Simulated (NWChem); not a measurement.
System: methane (CH₄); SMILES C

NWChem input:

```
start job
memory heap 200 mb stack 900 mb global 1100 mb
geometry units angstroms noautosym nocenter noautoz
  C     -0.000000     0.000000    -0.000002
  H     -0.854020    -0.241787    -0.646521
  H      0.868943     0.254416    -0.621295
  H     -0.255660     0.855214     0.639562
  H      0.240735    -0.867844     0.628240
end
basis spherical
  C library def2-svpd
  H library def2-svpd
end
dft
  xc b3lyp
  iterations 150
end
tddft
  nroots 6
  notriplet
end
task tddft energy
```

Coordinates come from a PBE0/def2-SVP optimisation.

Vertical excitations in the gas phase.

Give the results of this calculation. (B3LYP/def2-SVPD, full TDDFT.) Quantities: lowest excitation, singlet (eV); oscillator strength of that lowest state; lowest state with f > 0.02, singlet (eV); oscillator strength of that bright state; orbital gap (eV).


```json
{
  "lowest excitation, singlet (eV)": "10.26",
  "oscillator_strength_of_that_lowest_state": "0.129",
  "lowest state with f > 0.02, singlet (eV)": "10.26",
  "oscillator_strength_of_that_bright_state": "0.129",
  "orbital gap (eV)": "11.35"
}
```
